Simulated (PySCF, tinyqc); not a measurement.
CCSD on RHF in the sto-3g basis, frozen core, for HF, spin multiplicity 1, step by step. The lowest restricted solution is unstable here: a spin-polarised one lies 0.0148 hartree lower (PySCF). One step of it, computed by the program tinyqc.

Question. CCSD: starting amplitudes. t_ij^ab = <ij||ab> / (e_i + e_j - e_a - e_b), whose energy is MP2.

orbital energies (hartree): MO1 -25.930795, MO2 -1.408028, MO3 -0.464465, MO4 -0.464465, MO5 -0.456968, MO6 0.308601

Two-electron integrals over orbitals (pq|rs), unique and non-zero (hartree); the lowest 1 orbital is frozen and left out:
```
(22|22) 0.877581    (32|32) 0.190724    (33|22) 0.898251    (33|33) 0.997514
(42|42) 0.190724    (43|43) 0.053770    (44|22) 0.898251    (44|33) 0.889973
(44|44) 0.997514    (52|22) -0.045567   (52|33) -0.060464   (52|44) -0.060464
(52|52) 0.128647    (53|32) -0.024389   (53|53) 0.033389    (54|42) -0.024389
(54|54) 0.033389    (55|22) 0.676274    (55|33) 0.662249    (55|44) 0.662249
(55|52) -0.009801   (55|55) 0.658883    (62|22) -0.074670   (62|33) -0.074450
(62|44) -0.074450   (62|52) -0.081631   (62|55) -0.020407   (62|62) 0.091282
(63|32) -0.024988   (63|53) -0.023391   (63|63) 0.028541    (64|42) -0.024988
(64|54) -0.023391   (64|64) 0.028541    (65|22) -0.251558   (65|33) -0.256844
(65|44) -0.256844   (65|52) 0.073613    (65|55) -0.088123   (65|62) 0.031462
(65|65) 0.243438    (66|22) 0.629521    (66|33) 0.615463    (66|44) 0.615463
(66|52) 0.040390    (66|55) 0.639094    (66|62) -0.049481   (66|65) -0.028484
(66|66) 0.662562
```

Give: Starting amplitudes; correlation energy.

Answer.

Starting amplitudes (spin orbitals 1a, 1b, ...; amplitudes related by a flip of all spins are not repeated):
```
from      to        t
5a 5b  6a 6b  -0.1590
2a 2b  6a 6b  -0.0266
3a 3b  6a 6b  -0.0185
4a 4b  6a 6b  -0.0185
2a 5b  6a 6b  -0.0127
```

correlation energy = -0.042983 hartree
